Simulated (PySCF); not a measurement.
A structure optimised at B3LYP-D3(BJ)/def2-TZVPD, used in a PySCF frequency run:

```
P
P 1 1.8884
```

Problem. Write its SMILES, formula and point group.

Solution. P#P, P2, D∞h

Problem. What are its rotational constants (standard atomic weights)?

Solution. 9.1505 GHz (linear rotor, B only)
